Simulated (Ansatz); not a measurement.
**CHAlN (sextet): from Hartree-Fock to the top rungs, cc-pVTZ**

One table from this session's results is given with a row withheld; the runs are named, their logs left out.

Computed with Ansatz 0.2.0, Gaussian basis. Level: cc-pVTZ, core rule «outside noble gas», up to 7 orbitals frozen.

The runs, in order: UHF; CCSD(T) on ROHF; CCSD(T) on UHF; BCCD(T) on ROHF; CCSDT(Q) on ROHF; CCSDT(Q) on UHF; CASSCF and NEVPT2, 13 electrons in 13 orbitals.

5 further runs of the same task are left out: 5 set aside as unsound or not needed.

**What is computed**

The geometry is a PBE0/def2-TZVP stationary point (not a proven minimum) of the parent state, kept for this charge and spin.

4 atoms, charge 0, spin multiplicity 6.

Atoms are counted from 1 here; the program's logs count them from 0.

Bond lengths: Al1–N2 1.818 Å, Al1–H4 1.595 Å, N2–C3 1.194 Å. Angles: N2–Al1–H4 111.0°, Al1–N2–C3 170.0°.

The first run:

Input file in.yaml:

```yaml
crystal:
  periodic: [false, false, false]
  atoms:
    - {symbol: Al, position_ang: [0.000000, -0.111786, 1.121424]}
    - {symbol: N, position_ang: [0.000000, 0.097969, -0.684708]}
    - {symbol: C, position_ang: [0.000000, 0.027668, -1.876852]}
    - {symbol: H, position_ang: [0.000000, 1.301302, 1.860276]}
basis:
  gaussian: {orbitals: cc-pVTZ}
magnetization: {spin_polarized: true, initial_magnetization: 5}
hamiltonian: {xc: hf}
output: {orbitals: {seedname: orbitals}}
```

Launch:

```console
> ansatz run in.yaml --threads 1 --pin off --events-out ev --progress --plain --max-ram 4096MiB --backend cpu
```

Among the steps run: UHF; CCSD(T) on ROHF; CCSD(T) on UHF; BCCD(T) on ROHF; CCSDT(Q) on ROHF; CCSDT(Q) on UHF; CASSCF and NEVPT2, 13 electrons in 13 orbitals.

One of the session's tables, all rows but one given; the rest of the session is left out.

| method | from RCCSDT(Q) (kcal/mol) |
| --- | --- |
| ROHF | +213.15 |
| UHF | +206.99 |
| RMP2 | +32.00 |
| UMP2 | +31.99 |
| RCCSD | +11.11 |
| UCCSD | +10.88 |
| RCCSD(T) | +2.97 |
| UCCSD(T) | +2.91 |
| BCCD(T) | +2.77 |
| RCCSDT | +0.80 |
| UCCSDT | ? |
| RCCSDT(Q) | 0 |
| UCCSDT(Q) | -0.15 |
| CASSCF valence | +154.81 |
| NEVPT2 valence | +34.31 |

**Question.** Estimate the row for UCCSDT.

The run gave: from RCCSDT(Q) (kcal/mol): +0.72. In the column «from RCCSDT(Q) (kcal/mol)» it lies between RCCSDT(Q) (0) and RCCSDT (+0.80).

To keep in mind: Restricted and unrestricted rows rest on different reference determinants; where their highest levels disagree by more than a few hundredths of an eV, they describe different states and don't form one ladder.
